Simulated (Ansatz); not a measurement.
# Atomization energy of HS, doublet, from cheap to dear

Geometry (MP2(full)/6-31G*, from the G2/97 set):

```xyz
2

S     0.0000    0.0000    0.0000
H     0.0000    0.0000    1.3444
```

Measured, as an electronic atomization energy: 363.5 kJ/mol (G2/97 heats of formation of molecule and atoms, with zero-point and thermal terms from B3LYP taken off; Curtiss et al., J. Chem. Phys. 106, 1063 (1997), Staroverov et al., J. Chem. Phys. 119, 12129 (2003)). The measured value holds scalar relativity and spin–orbit coupling, which all computed ones lack, and core correlation, which the wave-function levels lack. Atoms are taken at the same level, with ROHF references for molecule and atoms in the R rows. Truncated CI is not size-consistent. The atoms' steps beyond CCSDT(Q) are taken from restricted open-shell runs, which share full CI's core. Ansatz 0.2.0; the 6-31G* set has Cartesian d functions; a miss is computed less measured; times are wall times on shared hosts and scatter by a factor of two or so. A small miss in a small set is a cancellation of the method's error against the basis error.

| level | basis | miss (kJ/mol) | time of the run | hardware |
| --- | --- | --- | --- | --- |
| UMP2 | STO-3G | -28.2 | – | – |
| RCCSD(T) | STO-3G | -8.0 | 0.13 s | 1 CPU thread |
| RCCSDTQ | STO-3G | -8.0 | 0.79 s | 1 CPU thread |
| PBE | STO-3G | 75.5 | 0.34 s | 1 CPU thread |
| B3LYP | STO-3G | 70.8 | 0.34 s | 1 CPU thread |
| RHF | 6-31G | -179.5 | – | – |
| RMP2 | 6-31G | -124.9 | – | – |
| UMP2 | 6-31G | -125.0 | – | – |
| UCCSD(T) | 6-31G | -109.3 | 0.37 s | 1 CPU thread |
| PBE | 6-31G | -44.3 | 0.38 s | 1 CPU thread |
| r2SCAN | 6-31G | -46.3 | 0.58 s | 1 CPU thread |
| B3LYP | 6-31G | -47.7 | 0.34 s | 1 CPU thread |
| B2PLYP | 6-31G | -73.4 | 0.28 s | 1 CPU thread |
| UHF | 6-31G* | -126.9 | 0.12 s | 1 CPU thread |
| RMP2 | 6-31G* | -74.3 | – | – |
| RCCSD(T) | 6-31G* | -63.9 | 0.31 s | 1 CPU thread |
| RCCSDT(Q) | 6-31G* | -63.6 | 2.3 s | 1 CPU thread |
| UCCSDTQ | 6-31G* | -63.6 | 10 s | 1 CPU thread |
| B3LYP | 6-31G* | -9.8 | 0.34 s | 1 CPU thread |
| B2PLYP | 6-31G* | -30.0 | 0.33 s | 1 CPU thread |
| RHF | cc-pV(D+d)Z | -115.0 | – | – |
| UHF | cc-pV(D+d)Z | -114.2 | 0.15 s | 1 CPU thread |
| RMP2 | cc-pV(D+d)Z | -41.4 | – | – |
| UMP2 | cc-pV(D+d)Z | -40.5 | – | – |
| RCCSD(T) | cc-pV(D+d)Z | -31.3 | 0.4 s | 1 CPU thread |
| UCCSD(T) | cc-pV(D+d)Z | -31.3 | 0.4 s | 1 CPU thread |
| UCCSDT(Q) | cc-pV(D+d)Z | -30.8 | 2.8 s | 1 CPU thread |
| RCCSDTQ | cc-pV(D+d)Z | -30.8 | 6.5 s | H100 + 2 CPU threads |
| UCCSDTQ | cc-pV(D+d)Z | -30.8 | 6.5 s | H100 + 2 CPU threads |
| full CI | cc-pV(D+d)Z | -30.8 | 21 s | 1 CPU thread |
| r2SCAN | cc-pV(D+d)Z | 1.8 | 0.73 s | 1 CPU thread |
| B3LYP | cc-pV(D+d)Z | -1.7 | 0.39 s | 1 CPU thread |
| wB97M-V | cc-pV(D+d)Z | 5.5 | 1.1 s | 1 CPU thread |
| RCCSDT(Q) | cc-pV(T+d)Z | -9.2 | 22 s | 1 CPU thread |
| PBE | cc-pV(T+d)Z | 4.2 | 0.61 s | 1 CPU thread |
| wB97M-V | cc-pV(T+d)Z | 7.7 | 1.5 s (with forces) | 1 CPU thread |
| B2PLYP | cc-pV(T+d)Z | -2.2 | 0.82 s | 1 CPU thread |
| UHF | cc-pV(Q+d)Z | -108.0 | 0.43 s | 1 CPU thread |
| UMP2 | cc-pV(Q+d)Z | -10.0 | – | – |
| RCCSDT(Q) | cc-pV(Q+d)Z | -1.3 | 4 s | H100 + 2 CPU threads |

HF's time is that of a plain UHF run. A dash: the level came out of a higher level's run.

A composite of the best parts (unrestricted reference, at this geometry, which isn't the minimum of the high levels):

```
                                    part  kJ/mol
Hartree–Fock limit (T, Q; exp(−5.46 √X))  255.79
   CCSD(T) correlation limit (T, Q; X⁻³)  111.36
                    CCSDT − CCSD(T) (QZ)    0.05
                                (Q) (QZ)    0.27
                  CCSDTQ − CCSDT(Q) (DZ)    0.00
                                     sum   367.5
                       sum less measured     4.0
```
